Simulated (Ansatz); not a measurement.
Input for Ansatz (development build ahead of 0.2.0):

```yaml
crystal:
  periodic: [false, false, false]
  atoms:
    - { symbol: B, position_ang: [0.0, 0.0, -0.59361] }
    - { symbol: F, position_ang: [0.0, 0.0, 0.59361] }
basis:
  gaussian: { orbitals: cc-pVTZ }
magnetization:
  spin_polarized: true
hamiltonian:
  xc: hf
correlation:
  method: bccd_t
  frozen_orbitals: { B: 1, F: 1 }
```

The input is written out in the form of the current development build from the run's settings.

The run gave:

- Converged: yes
- Reference energy (starting determinant): -124.15149 hartree
- Correlation energy: -0.34257 hartree
- Total energy: -124.49406 hartree
